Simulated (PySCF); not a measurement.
# BH2NO: the cost of one run

Computed with PySCF 2.14.0, with density-fitted response routines of our own, on a single molecule in the gas phase. Atoms are numbered from 0 throughout.

## 1. The starting structure

5 atoms, charge 0, multiplicity 1; geometry from: PBE0-D3(BJ)/def2-SVP.

Bonds of the start (Å): B0–N1 1.33, N1–O2 1.17, B0–H3 1.20, B0–H4 1.21.

## 2. Shielding tensors: PBE0/6-31G*

What the job is given:

```
{"job": {"kind": "nmr", "xc": "PBE0", "basis": "6-31G*", "pop": true}, "charge": 0, "multiplicity": 1}
B     -0.545583     0.015288    -0.004174
N      0.786748    -0.037063    -0.012909
O      1.950929    -0.082673    -0.019980
H     -1.042899     1.031223    -0.419377
H     -1.115220    -0.958939     0.418323
```

Level: GIAO PBE0/6-31G* NMR shielding, non-relativistic, gas phase.

Command:

```
$ OMP_NUM_THREADS=1 python probes_run.py task.json out
```

The driver reads the jobs from task.json and runs them one after another.

**Question.** How long does this first job take on 1 thread of Arm Neoverse V1, shared host, and how much memory does it need?

About 2.2 s, with a peak of 0.28 GiB.
